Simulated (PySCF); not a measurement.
Task: Give a PBE0-D3(BJ)/def2-SVP geometry of `C1=CC1`.

Result: 
```
atom  x, y, z in Å
C1    -0.5722    0.6829   -0.0880
C2    -0.6094   -0.6084    0.0243
C3     0.7609    0.0020    0.0098
H4    -1.0877    1.6347   -0.1854
H5    -1.1783   -1.5322    0.0887
H6     1.3428    0.0663    0.9435
H7     1.3956   -0.0940   -0.8860
```

Any rigid rotation of these coordinates is as good. Atoms count from 1 in this order. The 3-membered ring C1–C2–C3 has internal angles of 51.2° to 64.4°. The C–C distances run from 1.297 Å (C1=C2, drawn double) to 1.500 Å (C1–C3, drawn single), a spread of 0.203 Å.

Bonds between heavy atoms (Å): C1=C2 1.297, C2–C3 1.500, C1–C3 1.500.

Method used: PySCF, PBE0-D3(BJ)/def2-SVP geometry optimisation, gas phase.

Point group: C2v (every atom within 0.08 Å of its image). Not checked by PBE0-D3(BJ)/def2-SVP frequencies.

On an Arm Neoverse V1 with one thread (shared host), this took 3.1 s and 0.30 GiB of memory at its peak. This is the geometry optimisation.
